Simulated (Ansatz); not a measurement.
Results of rVV10 (plane waves, PAW; Ansatz, a quantum-chemistry and plane-wave program) for chalcopyrite CdGeAs2.

Numerical settings: plane-wave cutoff 520 eV, 8×8×8 k mesh, Fermi–Dirac smearing 0.01 eV, scalar-relativistic PAW data made under PBE.

Computed at the level's own relaxed cell.

Q: Predict the pressure derivative B′ of the bulk modulus, equilibrium lattice constant a, bulk modulus and lattice parameter c.

A: 
* **pressure derivative B′ of the bulk modulus**: 4.7
* **equilibrium lattice constant a**: 6.082 Å
* **bulk modulus**: 51.5 GPa
* **lattice parameter c**: 11.554 Å

Measured, for comparison: lattice constant a 5.943 Å, lattice parameter c 11.216 Å (298 K, not corrected to a static lattice; as tabulated in Abstract on Scilit: Piezoelectric nonlinear optic CuGaSe2 and CdGeAs2: Crystal …); bulk modulus 69.9 GPa (temperature not stated, not corrected to a static lattice; as tabulated in Toher et al. (2017), arXiv:1611.05714). Computed (rounded) less measured: lattice constant a +2.3 %, bulk modulus -26 %, lattice parameter c +3.0 %.

Note: the bulk modulus comes from volumes at which shape and atoms were relaxed.

Computed values are for the static lattice.

The result took roughly 40 core-minutes.
